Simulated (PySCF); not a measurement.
Compound: ethanimine, C2H5N.
Atom-mapped SMILES: `[H]/[N:3]=[CH:2]\[CH3:1]` (hydrogens: H4, H5, H6 on C1; H7 on C2; H8 on N3)

The closed-shell ground state was solved at several levels (PySCF, density fitting, gas phase, non-relativistic). Geometry: GFN2-xTB; no solvent, vibrations or thermal averaging.

| level | basis functions | HOMO (eV) | LUMO (eV) | gap (eV) | dipole (D) |
| --- | --- | --- | --- | --- | --- |
| CAM-B3LYP/def2-SVPD | 100 | -8.85 | 1.21 | 10.06 | 2.50 |
| PBE0/pcSseg-1 | 76 | -7.30 | 0.24 | 7.54 | 2.45 |

(1) What might B3LYP/pcJ-1 (131 basis functions) give for the same quantities?

(2) Over all these levels, which gives the widest orbital gap and which the narrowest?

(3) How far do the dipole and the HOMO energy spread over the levels?

Answers

(1) HOMO -7.04 eV, LUMO -0.02 eV, gap 7.02 eV, dipole 2.41 D.

(2) CAM-B3LYP/def2-SVPD (range-separated hybrid) has the widest, 10.06 eV, and B3LYP/pcJ-1 (global hybrid, 20 % exact exchange) the narrowest, 7.02 eV. Functional and basis both differ between the two, so the spread mixes both effects.

(3) The dipole runs from 2.41 to 2.50 D (mean 2.45 D) and the HOMO from -8.85 to -7.04 eV.
